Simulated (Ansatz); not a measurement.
## HBBe, triplet in cc-pVDZ: errors against full CI

Geometry: a point of a stretch scan, not a stationary point.

```
atom   x (Å)   y (Å)    z (Å)
   B  0.0000  0.0000   0.9515
  Be  0.0000  0.0000  -3.0925
   H  0.0000  0.0000   2.1409
```

Basis cc-pVDZ; Ansatz 0.2.0. Correlated methods freeze the noble-gas cores, which leaves 6 electrons in 31 orbitals. Prefix R: restricted or restricted open-shell reference; prefix U: unrestricted. Active spaces: valence = (6e, 9o) chosen from the atoms' valence shells; pair = (4e, 4o) about the gap.

Full CI is exact within this basis and frozen core; it isn't the basis-set limit. The frozen core follows each run's orbitals, which can shift R against U totals by a few meV.

Unrestricted rows (U) aren't spin-pure: their determinants' ⟨S²⟩ exceeds S(S+1) by up to 0.16, so they mix in states of higher spin. For open shells CISD is restricted-active-space CI with the open shells as a complete middle space.

* UHF ⟨S²⟩: 2.160
* T1 diagnostic (RCCSD): 0.0201
* largest doubles amplitude (RCCSD): 0.147
* T1 diagnostic (UCCSD): 0.0676

```
                   level  E − E(full CI) (mEh)  share of correlation (%)  wall time
                     RHF                102.08                      0.00          –
                     UHF                 99.99                      2.04          –
                    RMP2                 34.74                     65.97          –
                    UMP2                 38.11                     62.66          –
                    CISD                  7.34                     92.81     0.79 s
                   RCCSD                  1.33                     98.70          –
                   UCCSD                  1.31                     98.72          –
                RCCSD(T)                  0.40                     99.61      1.6 s
                UCCSD(T)                  0.39                     99.62      3.4 s
                 BCCD(T)                  0.39                     99.61      1.3 s
                  RCCSDT                  0.02                     99.98          –
                  UCCSDT                  0.01                     99.99          –
               RCCSDT(Q)                  0.00                    100.00      5.5 s
               UCCSDT(Q)                  0.00                    100.00      7.5 s
     CASSCF (pair space)                 84.26                     17.45          –
     NEVPT2 (pair space)                 33.17                     67.51     0.69 s
  CASSCF (valence space)                 37.13                     63.63          –
  NEVPT2 (valence space)                 13.03                     87.24      2.6 s
  MRCISD (valence space)                  1.91                     98.13          –
MRCISD+Q (valence space)                  1.09                     98.93      4.1 s
```

The correlation energy at full CI, counted from RHF, is -2.778 eV. That run took 48 s on 1 thread of Arm Neoverse V1, shared host over 5,050,836 determinants.

Times hold each run's SCF and search for its determinant on a shared host, so for small cases they say little of a method's own cost; they ran on 1 thread of Arm Neoverse V1.

The full-CI state has the irrep B1 of C2v, in the program's axes (one component, if the state is degenerate).

Natural occupations of full CI about the gap: 1.950 1.816 0.990 0.990 0.061 0.060 0.060 0.019 0.018 0.007; effectively unpaired electrons, Σ n²(2−n)², 2.16.
